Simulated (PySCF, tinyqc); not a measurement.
Worked calculation: FCI on RHF in the sto-3g basis, frozen core, for HF, spin multiplicity 1. The lowest restricted solution is unstable here: a spin-polarised one lies 0.1568 hartree lower (PySCF). One step of it, computed by the program tinyqc.

Problem. FCI: roots. Diagonalise (each vector has its largest component positive (the first on a tie)); all determinants have Ms = 0, so triplets appear too. The lowest singlet root is the correlation energy.

Occupation strings over the orbitals (2 doubly, a alpha, b beta, 0 empty; spin orbitals ordered 1a 1b 2a 2b ...): 222220 2222ab 2a222b 2222ba 2b222a 222202 2a22b2 222022 220222 2b22a2 202222

H - E(HF) between determinants (hartree), lower triangle:
```
           222220     2222ab     2a222b     2222ba     2b222a     222202     2a22b2     222022
222220   0.000000
2222ab   0.000000   0.158641
2a222b   0.000000  -0.009584   1.025777
2222ba   0.000000  -0.294076  -0.011460   0.158641
2b222a   0.000000  -0.011460  -0.092182  -0.009584   1.025777
222202   0.294076   0.040011  -0.040603  -0.040011   0.040603   0.329796
2a22b2  -0.011460   0.040603  -0.273196  -0.014584   0.094417   0.030019   1.227150
222022   0.026600   0.026226   0.011343  -0.026226  -0.011343   0.028708   0.010631   0.541288
220222   0.026600   0.026226   0.011343  -0.026226  -0.011343   0.028708   0.010631   0.053770
2b22a2   0.011460  -0.014584   0.094417   0.040603  -0.273196  -0.030019  -0.108251  -0.010631
202222   0.092182   0.094417   0.004804  -0.094417  -0.004804   0.108251   0.060349   0.194314

           220222     2b22a2    202222
220222   0.541288
2b22a2  -0.010631   1.227150
202222   0.194314  -0.060349  2.379486
```

Give: lowest roots of this matrix, relative to E(HF); lowest vectors; <S^2> of these roots; weight of the ground state by excitation level 0, 1, 2, ....

Solution.

lowest roots of this matrix, relative to E(HF) (hartree): -0.1752  -0.1363  0.4181  0.4812  0.4875  0.5802  0.8249  0.8466

lowest vectors:
```
         root 1   root 2   root 3   root 4
222220   0.8605   0.0000  -0.2672   0.3708
2222ab   0.0337   0.7069   0.6235   0.2467
2a222b  -0.0120   0.0117  -0.0443   0.0548
2222ba  -0.0337   0.7069  -0.6235  -0.2467
2b222a   0.0120   0.0117   0.0443  -0.0548
222202  -0.5063   0.0000  -0.3685   0.6757
2a22b2   0.0130  -0.0130  -0.0443  -0.0015
222022  -0.0103   0.0000  -0.0604  -0.3729
220222  -0.0103   0.0000  -0.0604  -0.3729
2b22a2  -0.0130  -0.0130   0.0443   0.0015
202222  -0.0111   0.0000  -0.0122  -0.0049
```

<S^2> of these roots: 0.0000  2.0000  0.0000  0.0000  0.0000  0.0000  2.0000  0.0000

weight of the ground state by excitation level 0, 1, 2, ...: 0.7404  0.0026  0.2570

The reference has a weight of only 0.74: one determinant is a poor start here. A root of higher spin lies below E(HF).
